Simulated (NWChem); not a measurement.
**NWChem input wanted**

SiNH4: 6 atoms, total charge 0, spin state doublet. SMILES: `[NH][SiH3]`. Geometry: relaxed at PBE0-D4/def2-TZVP.

```jsonl
{"atom": "N", "x (Å)": "0.5921", "y (Å)": "-0.8352", "z (Å)": "0.9095"}
{"atom": "Si", "x (Å)": "-0.2037", "y (Å)": "0.3476", "z (Å)": "-0.1100"}
{"atom": "H", "x (Å)": "0.9228", "y (Å)": "-1.6407", "z (Å)": "0.3727"}
{"atom": "H", "x (Å)": "-1.3106", "y (Å)": "-0.2823", "z (Å)": "-0.8855"}
{"atom": "H", "x (Å)": "0.7895", "y (Å)": "0.9118", "z (Å)": "-1.0689"}
{"atom": "H", "x (Å)": "-0.7481", "y (Å)": "1.4348", "z (Å)": "0.7362"}
```

Settings wanted:

* task: gradient
* method: HF
* basis set: STO-3G
* reference: UHF
* SCF convergence threshold: 1e-08
* iteration cap: 80
* symmetry: none
* module: scf

Task: Give an NWChem 7.3.0 job that does this.

Result: One that was run (others would do as well):

input.nw:
```
start input
title "H4NSi"
memory total 1800 mb
charge 0

geometry units angstroms noautosym nocenter noautoz
   N        0.592100      -0.835200       0.909500
   Si      -0.203700       0.347600      -0.110000
   H        0.922800      -1.640700       0.372700
   H       -1.310600      -0.282300      -0.885500
   H        0.789500       0.911800      -1.068900
   H       -0.748100       1.434800       0.736200
end

basis spherical bse
   N library STO-3G
   Si library STO-3G
   H library STO-3G
end

scf
   nopen 1
   uhf
   thresh 1e-08
   maxiter 80
   print medium
end

task scf gradient
```

```bash
$ nwchem input.nw > input.out
```

Calculated total energy: -341.62607 Eh, largest force 3.087 eV/Å. The shape isn't stationary at this level (largest force 3.1 eV/Å).
